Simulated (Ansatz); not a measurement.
Elements on the sites of an ideal rutile lattice, at a guessed lattice constant:

```
CELL_PARAMETERS angstrom
0.00000 -4.55058 2.95788
-4.55058 0.00000 2.95788
-4.55058 -4.55058 -2.95788
ATOMIC_POSITIONS crystal
O 0.23167 0.23167 0.46333
O 0.56500 0.56500 0.13000
O 0.89833 0.89833 0.79667
O 0.10167 0.10167 0.20333
O 0.43500 0.43500 0.87000
O 0.76833 0.76833 0.53667
O 0.63833 0.02833 0.16667
O 0.97167 0.36167 0.83333
O 0.30500 0.69500 0.50000
O 0.02833 0.63833 0.16667
O 0.36167 0.97167 0.83333
O 0.69500 0.30500 0.50000
Cr 0.33333 0.33333 0.16667
Cr 0.00000 0.00000 0.50000
Ge 0.66667 0.66667 0.83333
Ru 0.66667 0.66667 0.33333
Ta 0.33333 0.33333 0.66667
Ta 0.00000 0.00000 0.00000
```

Cell and atoms were relaxed without symmetry on coarser meshes and computed once more. Theory: DFT PBE, scalar-relativistic, plane waves, PAW in Ansatz.

Settings: cutoff 420 eV, Γ-centred mesh 7×7×5 on the computed 18-atom cell, Gaussian smearing of 0.10 eV; collinear spin from starting moments 0 0 0 0 0 0 0 0 0 0 0 0 -2.27 -2.27 0 0.74 0 0 μB.

The relaxation ran on 3×3×2 (shifted) and then 4×4×3 k points with a smearing of 0.1 eV, from sites shaken by 0.02 Å.

**Question.** What does the relaxation give?

**Answer.** A volume of 10.73 Å³/atom and no gap on the mesh. It lies 2.07 eV/atom below the elements' standard states (static lattices, no corrections for gases). The atoms leave their sites by 0.07 Å (root mean square) and 0.12 Å at most, and the cell stretches by up to 2.1 % at fixed volume. One magnetic start was tried.

```yaml
crystal:
  lattice:
    - [0.06023, -4.66273, 2.95260]
    - [-4.66245, 0.06027, 2.95266]
    - [-4.61272, -4.61306, -2.96886]
  atoms:
    - { symbol: O, position: [0.23183, 0.23237, 0.46142] }
    - { symbol: O, position: [0.56649, 0.56697, 0.12461] }
    - { symbol: O, position: [0.88874, 0.88928, 0.80076] }
    - { symbol: O, position: [0.10006, 0.10052, 0.20437] }
    - { symbol: O, position: [0.44311, 0.44360, 0.86506] }
    - { symbol: O, position: [0.76546, 0.76586, 0.54120] }
    - { symbol: O, position: [0.62392, 0.04660, 0.16514] }
    - { symbol: O, position: [0.97120, 0.36116, 0.83291] }
    - { symbol: O, position: [0.28581, 0.70845, 0.50071] }
    - { symbol: O, position: [0.04607, 0.62436, 0.16509] }
    - { symbol: O, position: [0.36056, 0.97181, 0.83287] }
    - { symbol: O, position: [0.70803, 0.28629, 0.50068] }
    - { symbol: Cr, position: [0.33340, 0.33387, 0.16851] }
    - { symbol: Cr, position: [0.99856, 0.99895, 0.49730] }
    - { symbol: Ge, position: [0.66619, 0.66619, 0.83290] }
    - { symbol: Ru, position: [0.66597, 0.66643, 0.33291] }
    - { symbol: Ta, position: [0.34437, 0.34464, 0.65127] }
    - { symbol: Ta, position: [0.98770, 0.98809, 0.01455] }
```

Spin-orbit coupling is left out, which matters for the bands of heavy elements.

Cost: 2 runs of about 13 core-minutes in all (earlier runs that led there not counted), on Intel Xeon 6975P-C (Granite Rapids) (shared hosts).